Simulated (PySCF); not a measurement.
Gas-phase reaction: 2 CH₂F₂ + C₄H₁₀ (isobutane) = CH₃CHF₂ + 2 C₂H₅F

Computed with PySCF and rigid-rotor harmonic-oscillator thermochemistry at 1 bar. † marks an energy on the PBE0/def2-TZVP geometry and frequencies. All species are closed-shell singlets. B3LYP is the form with VWN-RPA correlation. The harmonic model lacks anharmonicity and excited electronic states, which grow with temperature; levels with a mode under 35 cm⁻¹ are left out. Internal rotation in C₄H₁₀ (isobutane), CH₃CHF₂, C₂H₅F is treated as a harmonic vibration of one conformer, which makes the entropy rough.

```
level              ΔE electronic, kJ  ΔH°(298 K), kJ  ΔS°(298 K), J/K  ΔG°(1400 K), kJ
-----------------  -----------------  --------------  ---------------  ---------------
B3LYP/def2-TZVP†                 -23             -25               23              -59
BLYP/def2-TZVP†                  -25             -27               23              -61
M06-2X/def2-TZVP†                -12             -14               23              -48
PBE/def2-TZVP†                   -18             -19               23              -53
PBE0/def2-SVP†                   -16             -17               23              -51
LDA/def2-TZVP†                   -14             -15               23              -49
```
ΔH° is lowest at BLYP/def2-TZVP† and highest at M06-2X/def2-TZVP†. No reference value is set beside these.
